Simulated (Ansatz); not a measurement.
A calculation with Ansatz (development build ahead of 0.2.0).

```yaml
crystal:
  periodic: [false, false, false]
  atoms:
    - { symbol: F, position_ang: [0.0, 0.71, 2.8] }
    - { symbol: F, position_ang: [0.0, -0.71, 2.8] }
    - { symbol: F, position_ang: [0.71, 0.0, 0.0] }
    - { symbol: F, position_ang: [-0.71, 0.0, 0.0] }
basis:
  gaussian: { orbitals: def2-SVP }
hamiltonian:
  xc: hf
```

The input is written out in the form of the current development build from the run's settings.

The run gave:

* Converged: yes
* Total energy: -397.01152 hartree
* Spin squared of the determinant: 0.000
